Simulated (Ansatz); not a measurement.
H2Si–B, sextet in 6-31G: errors against full CI

Geometry: that of the H2Si–B, quartet, kept fixed. The doublet lies 7.1 eV lower here.

```xyz
4

Si    0.0000    0.0000    0.4518
B     0.0000    0.0000   -1.4188
H     0.0000    1.2127    1.3144
H     0.0000   -1.2127    1.3144
```

Basis 6-31G; Ansatz 0.2.0. Correlated methods freeze the noble-gas cores, which leaves 9 electrons in 20 orbitals. R marks a restricted (for open shells ROHF) determinant, U an unrestricted one. Active spaces: valence = (9e, 10o) chosen from the atoms' valence shells.

Full CI is exact within this basis and frozen core; it isn't the basis-set limit. The frozen core follows each run's orbitals, which can shift R against U totals by a few meV.

For open shells CISD and CISDTQ are restricted-active-space CI with the open shells as a complete middle space.

```
UHF ⟨S²⟩                          : 8.753
T1 diagnostic (RCCSD)             : 0.0227
largest doubles amplitude (RCCSD) : 0.063
T1 diagnostic (UCCSD)             : 0.0202
```

```tsv
level	E − E(RHF) (eV)
UHF	-0.0252
RMP2	-1.3490
UMP2	-1.3527
RCCSD	-1.9753
UCCSD	-1.9765
RCCSD(T)	-2.0116
UCCSD(T)	-2.0124
```

(1) Estimate how far full CI in 6-31G lies from RCCSD(T). The table doesn't fix it; the size of (T) and the diagnostics are the guide.

(1) Full CI in 6-31G lies 0.46 kcal/mol below RCCSD(T), which is 55 % of the (T) step (-0.84 kcal/mol). The diagnostics give no warning, yet the rest is a sizeable part of (T).

The other levels:

| level | E − E(full CI) (kcal/mol) | share of correlation (%) | wall time |
| --- | --- | --- | --- |
| CISD | 2.33 | 95.02 | 1.2 s |
| BCCD(T) | 0.45 | 99.04 | 1.1 s |
| RCCSDT | 0.03 | 99.94 | – |
| UCCSDT | 0.01 | 99.98 | – |
| CISDTQ | 0.03 | 99.94 | 32 s |
| RCCSDT(Q) | 0.00 | 100.00 | 3.2 s |
| UCCSDT(Q) | -0.02 | 100.04 | 2.9 s |
| CASSCF (valence space) | 18.38 | 60.77 | – |
| NEVPT2 (valence space) | 5.54 | 88.17 | 2.3 s |
| MRCISD (valence space) | 0.64 | 98.64 | – |
| MRCISD+Q (valence space) | 0.26 | 99.44 | 5.5 s |
| MRCISD+Q(relaxed) (valence space) | -0.01 | 100.03 | 6.5 s |

The correlation energy at full CI, counted from RHF, is -2.032 eV. That run took 94 s on 1 thread of Intel Xeon Platinum 8488C, shared host over 3,663,152 determinants.

Times hold each run's SCF and search for its determinant on a shared host, so for small cases they say little of a method's own cost; they ran on 1 thread of Intel Xeon Platinum 8488C.

The full-CI state has the irrep B2 of C2v, in the program's axes.

Natural occupations of full CI about the gap: 1.960 1.940 1.015 0.999 0.994 0.991 0.983 0.050 0.027 0.009; effectively unpaired electrons, Σ n²(2−n)², 5.03.
